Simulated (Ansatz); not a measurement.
Geometry optimisation, UKS BHLYP-D4/6-31G* in Ansatz 0.2.0.

Input file:

```yaml
crystal:
  periodic: [false, false, false]
  atoms:
    - { symbol: O, position_ang: [-0.74209, 1.00074, -1.03698] }
    - { symbol: C, position_ang: [-0.29245, 0.57025, 0.24116] }
    - { symbol: Si, position_ang: [0.55947, -1.13754, 0.14677] }
    - { symbol: H, position_ang: [-1.42, 0.39111, -1.34572] }
    - { symbol: H, position_ang: [-1.11702, 0.59787, 0.96514] }
    - { symbol: H, position_ang: [-0.17336, 1.80611, -1.12659] }
    - { symbol: H, position_ang: [1.08688, -1.55153, 1.44048] }
    - { symbol: H, position_ang: [1.49666, -1.202, -0.96462] }
magnetization:
  spin_polarized: true
  initial_magnetization: 1
basis:
  gaussian: { orbitals: "6-31G*" }
hamiltonian:
  xc: { name: BHLYP }
  dispersion: d4
relax:
  f_tol: 0.02
  max_steps: 50
output:
  orbitals: {}
```

Run as:

```bash
$ ansatz run input.yaml --threads 1 --pin off --max-ram 2048MiB --backend cpu --events-out ev --progress --plain --runs-dir out
```

Question: Where does it end, and by what steps?

Answer: The run converged. After 10 steps the energy has fallen by 1.443 eV; H6 moved furthest, 0.38 Å.

| step | energy less start (eV) | largest force component (eV/Å) | accepted |
| --- | --- | --- | --- |
| 0 | 0.0000 | 3.334 | yes |
| 1 | -0.6469 | 1.880 | yes |
| 2 | -1.1587 | 2.156 | yes |
| 3 | -1.3959 | 1.000 | yes |
| 4 | -1.4067 | 0.602 | yes |
| 5 | -1.3921 | 0.540 | no |
| 6 | -1.4374 | 0.281 | yes |
| 7 | -1.4396 | 0.078 | yes |
| 8 | -1.4423 | 0.034 | yes |
| 9 | -1.4426 | 0.021 | yes |
| 10 | -1.4427 | 0.010 | yes |

```xyz
8
Properties=species:S:1:pos:R:3
O -0.981 1.114 -0.913
C -0.157 0.530 0.404
Si 0.455 -1.145 0.016
H -1.255 0.360 -1.458
H -0.894 0.727 1.167
H -0.341 1.626 -1.418
H 0.874 -1.688 1.335
H 1.696 -1.050 -0.812
```

Whether the end is a true minimum wasn't checked by a vibrational analysis.

Run time: 20 s on 1 thread of Intel(R) Xeon(R) 6975P-C (Granite Rapids) (shared host), peak memory 0.17 GiB.
